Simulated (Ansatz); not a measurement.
Results of PBE in Ansatz (PAW) for fluorite SrCl₂.

Run with plane-wave cutoff 520 eV, 6×6×6 k mesh, perturbation theory, scalar-relativistic PAW data made under PBE.

Cell (relaxed at this level):

```yaml
crystal:
  lattice:
    - [0.00000, 3.52052, 3.52052]
    - [3.52052, 0.00000, 3.52052]
    - [3.52052, 3.52052, 0.00000]
  atoms:
    - { symbol: Sr, position: [0.00000, 0.00000, 0.00000] }
    - { symbol: Cl, position: [0.25000, 0.25000, 0.25000] }
    - { symbol: Cl, position: [0.75000, 0.75000, 0.75000] }
```

Predict the high-frequency dielectric constant and dielectric constant ε0 (ions relaxed).


high-frequency dielectric constant: 2.88
dielectric constant ε0 (ions relaxed): 8.55

The result took roughly 90 core-seconds.

Ansatz is a first-principles code.
